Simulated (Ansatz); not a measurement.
# SiNHF+ (quintet): from Hartree-Fock to the top rungs, def2-TZVPP

One table from this session's results is given with a row withheld; the runs are named, their logs left out.

Method: def2-TZVPP, core rule «outside noble gas», up to 7 orbitals frozen; program: Ansatz 0.2.0, Gaussian basis.

Plan: UHF; ROHF; CCSD(T) on UHF.

## What is computed

The geometry is a PBE0/def2-TZVP stationary point (not a proven minimum) of the parent state, kept for this charge and spin.

4 atoms, charge 1, spin multiplicity 5.

Atoms are counted from 1 here; the program's logs count them from 0.

Bond lengths: F1–Si3 1.600 Å, N2–Si3 1.831 Å, Si3–H4 1.500 Å. Angles: F1–Si3–N2 105.3°, F1–Si3–H4 106.8°, N2–Si3–H4 106.4°.

The first run:

in.yaml reads:

```yaml
crystal:
  periodic: [false, false, false]
  atoms:
    - {symbol: F, position_ang: [0.072839, -0.480480, 1.191357]}
    - {symbol: N, position_ang: [0.078200, -0.504380, -1.538768]}
    - {symbol: Si, position_ang: [-0.125489, 0.523752, -0.037976]}
    - {symbol: H, position_ang: [1.037026, 1.471534, -0.014144]}
basis:
  gaussian: {orbitals: def2-TZVPP}
total_charge: 1
magnetization: {spin_polarized: true, initial_magnetization: 4}
hamiltonian: {xc: hf}
output: {orbitals: {seedname: orbitals}}
```

On the command line:

```sh
$ ansatz run in.yaml --threads 1 --pin off --events-out ev --progress --plain --max-ram 4096MiB --backend cpu
```

Among the steps run: UHF; ROHF; CCSD(T) on UHF.

One table of the session follows, with a row left open; its other results are not shown here.

| method | from UCCSD(T) (meV) |
| --- | --- |
| ROHF | +12781.2 |
| UHF | +12634.7 |
| UMP2 | ? |
| UCCSD | +384.7 |
| UCCSD(T) | 0 |

Q: Estimate the row for UMP2 from the others.

The run gave: from UCCSD(T) (meV): +1150.9. In the column «from UCCSD(T) (meV)» it lies between UCCSD (+384.7) and UHF (+12634.7).
